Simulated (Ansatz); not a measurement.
# SiH3 (silyl radical) at UCCSDTQ/3-21G

Aim: the vertical ionisation energy of SiH3 (silyl radical) at UCCSDTQ/3-21G, from 2 runs. 

The calculation is run with Ansatz 0.2.0.

61 further runs of the same task are left out: 61 set aside as unsound or not needed.

### Step 1. Starting point

SiH3: 4 atoms, total charge 0, spin state doublet. As SMILES, `[SiH3]`. Geometry: relaxed at GFN2-xTB.

Bond lengths: Si1–H2 1.449 Å, Si1–H3 1.449 Å, Si1–H4 1.448 Å. Angles: H2–Si1–H3 115.4°, H2–Si1–H4 115.4°, H3–Si1–H4 115.3°.

### Step 2. A single-point energy at UCCSDTQ/3-21G

Contents of job.yaml:

```yaml
basis:
  gaussian:
    orbitals: 3-21G.json
crystal:
  periodic: [false, false, false]
  atoms:
    - {symbol: Si, position_ang: [0.206560, -0.018900, -0.115090]}
    - {symbol: H, position_ang: [0.587110, 0.661780, 1.105640]}
    - {symbol: H, position_ang: [-0.194960, -1.401590, 0.043390]}
    - {symbol: H, position_ang: [-0.598710, 0.758710, -1.033940]}
accuracy: high
magnetization:
  spin_polarized: true
  initial_magnetization: 1
scf:
  omitted_lower_state_checks: [cluster_reference, increment]
correlation:
  method: ccsdtq
  frozen_orbitals: {H: 0, Si: 5}
```

The basis set 3-21G is read from a file made from the Basis Set Exchange's data (not shown).

Launch:

```bash
$ ansatz run job.yaml --threads 1 --pin off --max-ram 2610MiB --events-out events.jsonl --progress --plain --runs-dir runs
```

What it wrote, shortened:

```text
Warning: RAYON_NUM_THREADS=1 ignored (pool sized by the plan → 1); use --threads N
Functional definition: HF
  name "HF"
[...]
377 factors; integrals over basis functions are off by at most 2.9e-9 eV
[...]
mean field -7866.21102516 eV, -289.0779232652 hartree, gradient 7.7e-9 eV, S^2 0.757591; 0 other end points of the search recorded, 0 dependent functions left out
5 core orbitals not correlated: weight in the atoms' cores, before any rotation towards them, 1.000 or more for the frozen orbitals, at most 0.000 for the correlated occupied ones
reference -7866.21102516 eV, -289.0779232652 hartree; 4, 3 occupied and 10, 11 virtual orbitals, 377 factors
second order -1.34793654 eV of doubles, -0.00000000 eV of singles
cycle   1  -1.69406387 eV  change   -3.5e-1 eV  update   4.8e-2
[...]
cycle  19  -1.89671520 eV  change   6.2e-11 eV  update  5.0e-10
Total energy: -7868.10774036 eV, -289.1476262633 hartree
Checks for a lower state left out: cluster_reference, increment
```

It took 6 s on 1 thread of Arm Neoverse V2, shared host; peak memory 0.1 GiB.

### Step 3. The singlet cation, same level

Contents of input.yaml:

```yaml
crystal:
  periodic: [false, false, false]
  atoms:
    - {symbol: Si, position_ang: [0.206560, -0.018900, -0.115090]}
    - {symbol: H, position_ang: [0.587110, 0.661780, 1.105640]}
    - {symbol: H, position_ang: [-0.194960, -1.401590, 0.043390]}
    - {symbol: H, position_ang: [-0.598710, 0.758710, -1.033940]}
basis:
  gaussian:
    orbitals: 3-21G.json
total_charge: 1
correlation:
  method: ccsdtq
  frozen_orbitals: {H: 0, Si: 5}
accuracy: high
scf:
  omitted_lower_state_checks: [cluster_reference, increment]
```

The basis set 3-21G is read from a file made from the Basis Set Exchange's data (not shown).

Launch:

```bash
$ ansatz run input.yaml --threads 1 --pin off --max-ram 2610MiB --events-out events.jsonl --progress --plain --runs-dir runs
```

What it wrote, shortened:

```text
Warning: RAYON_NUM_THREADS=1 ignored (pool sized by the plan → 1); use --threads N
[... 2 set-up lines as earlier in the session ...]
[...]
377 factors; integrals over basis functions are off by at most 2.9e-9 eV
[...]
mean field -7858.17525950 eV, -288.7826143243 hartree, gradient 1.1e-8 eV, S^2 0.000000; 0 other end points of the search recorded, 0 dependent functions left out
5 core orbitals not correlated: weight in the atoms' cores, before any rotation towards them, 1.000 or more for the frozen orbitals, at most 0.000 for the correlated occupied ones
reference -7858.17525950 eV, -288.7826143243 hartree; 3, 3 occupied and 11, 11 virtual orbitals, 377 factors
second order -1.31850770 eV of doubles, -0.00000000 eV of singles
cycle   1  -1.66343721 eV  change   -3.4e-1 eV  update   4.8e-2
[...]
cycle  18  -1.86199890 eV  change  -1.6e-10 eV  update  2.5e-10
Total energy: -7860.03725841 eV, -288.8510415218 hartree
Checks for a lower state left out: cluster_reference, increment
```

Wall time 0.87 s (1 thread of Arm Neoverse V2, shared host).

### Step 4. Outcome

At UCCSDTQ/3-21G, 5 core orbitals frozen:

| quantity | value |
| --- | --- |
| doublet SiH3: total energy | -289.14763 Eh |
| doublet SiH3: correlation energy (5 core orbitals frozen) | -69.7 mEh |
| doublet SiH3: ⟨S²⟩ of the reference determinant | 0.758 |
| doublet SiH3: T1 diagnostic | 0.008 |
| singlet cation: total energy | -288.85104 Eh |
| singlet cation: correlation energy (5 core orbitals frozen) | -68.4 mEh |
| singlet cation: T1 diagnostic | 0.007 |
| vertical ionisation energy (to the singlet cation) | 8.070 eV |

What this shows: Removing an electron at fixed nuclei costs 8.07 eV (186 kcal/mol). Only the singlet of the ionised species was computed; a triplet could lie lower.
